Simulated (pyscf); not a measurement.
Structures and frequencies: ωB97X-D3(BJ)/def2-SVP in PySCF.

PBE/def2-TZVP puts the barrier of H₃C–SiH₂–CH₃ + CH₃• -> H₃C–SiH•–CH₃ + CH₄ (hydrogen abstraction; doublet surface; H–Si broken, C–H formed) at 2.5 kcal/mol and the reaction energy at -18.2 kcal/mol, from the separated reactants. What do r²SCAN/def2-TZVP, M06-2X/def2-TZVP, ωB97M-D3(BJ)/def2-TZVP give on the same structures?

r²SCAN: ΔE‡ = 6.5 kcal/mol, ΔE = -14.3 kcal/mol; M06-2X: ΔE‡ = 8.6 kcal/mol, ΔE = -16.8 kcal/mol; ωB97M-D3(BJ): ΔE‡ = 9.0 kcal/mol, ΔE = -13.7 kcal/mol. PBE's barrier lies under all of them, by 4.0 to 6.5 kcal/mol. Its reaction energy lies under all of them, by 1.4 to 4.5 kcal/mol. This is the saddle that the search found; another between the same sides may lie lower. The angle at the transferred H is 177°.
